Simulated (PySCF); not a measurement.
Energies from PySCF, thermal terms from the rigid-rotor harmonic-oscillator model, ideal gas at 1 bar. 'Table' is the NASA 1993 thermochemical table (part measured, part estimated). S°(298 K) at PBE0/def2-TZVP differs from the NASA 1993 table for AlOF (+8 J/mol/K); whether the harmonic model or the table's entry is off was not settled. 6-31G* has spherical d functions here. All species are closed-shell singlets. B3LYP is the form with VWN-RPA correlation. The harmonic model lacks anharmonicity and excited electronic states, which grow with temperature; levels with a mode under 35 cm⁻¹ are left out. The table's entry may be an old estimate for AlOF (not checked at source).

Harmonic frequencies at B3LYP/6-31G* (cm⁻¹): 201, 201, 752, 1187. Point group C∞v; S°(298 K) = 246.1 J/mol/K at this level.

**Question.** Work out Cp and S° of gaseous AlOF at 500, 800, 1200, 1600, 2000 K from these, and set them beside the table.

**Answer.** 
```json
[
 {"T (K)": "500", "Cp B3LYP/6-31G*": "54.4", "Cp table": "54.5", "S° B3LYP/6-31G*": "272.7", "S° table": "263.6"},
 {"T (K)": "800", "Cp B3LYP/6-31G*": "58.5", "Cp table": "58.8", "S° B3LYP/6-31G*": "299.3", "S° table": "290.3"},
 {"T (K)": "1200", "Cp B3LYP/6-31G*": "60.5", "Cp table": "60.6", "S° B3LYP/6-31G*": "323.5", "S° table": "314.6"},
 {"T (K)": "1600", "Cp B3LYP/6-31G*": "61.3", "Cp table": "61.4", "S° B3LYP/6-31G*": "341.0", "S° table": "332.1"},
 {"T (K)": "2000", "Cp B3LYP/6-31G*": "61.6", "Cp table": "61.8", "S° B3LYP/6-31G*": "354.7", "S° table": "345.9"}
]
```
Units J/mol/K.
